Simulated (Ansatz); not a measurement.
# ClH3Si2: the cost of one run

Method: UKS PBE0-D4/6-31G, in Ansatz 0.2.0.

## 1. The system as given

Bond lengths: Si2–Si3 2.220 Å, Si3–Cl4 2.095 Å, Si2–H5 1.469 Å, Si2–H6 1.479 Å. Angles: Si2–Si3–Cl4 107.9°, Si3–Si2–H5 106.4°, Si3–Si2–H6 150.4°, H5–Si2–H6 101.7°.

Coordinates:

```xyz
6

H    -0.5175    0.7050    0.6900
Si    0.8042   -0.1682    0.0571
Si   -1.3461   -0.7160    0.0077
Cl   -2.2137    0.2288   -1.6488
H     1.3454   -0.7211    1.3054
H     1.9278    0.6715   -0.4114
```

## 2. Run 1

150 steps of 0.5 fs at constant energy, with velocities drawn for 300 K.

input.yaml reads:

```yaml
crystal:
  periodic: [false, false, false]
  atoms:
    - { symbol: H, position_ang: [-0.5175, 0.705, 0.69] }
    - { symbol: Si, position_ang: [0.8042, -0.1682, 0.0571] }
    - { symbol: Si, position_ang: [-1.3461, -0.716, 0.0077] }
    - { symbol: Cl, position_ang: [-2.2137, 0.2288, -1.6488] }
    - { symbol: H, position_ang: [1.3454, -0.7211, 1.3054] }
    - { symbol: H, position_ang: [1.9278, 0.6715, -0.4114] }
magnetization:
  spin_polarized: true
basis:
  gaussian: { orbitals: "6-31G" }
hamiltonian:
  xc: pbe0
  dispersion: d4
md:
  timestep: 0.5
  n_steps: 150
  ensemble: nve
  temperature: 300.0
  initial_velocities: maxwell_boltzmann
  seed: 936178
```

Run with:

```console
$ ansatz run input.yaml --threads 1 --pin off --max-ram 2048MiB --backend cpu --events-out ev --progress --plain --runs-dir out
```

Q: Estimate wall time and peak memory on 1 thread of an x86-64 CPU, shared host.

About 4.2 min, with a peak of 0.15 GiB.
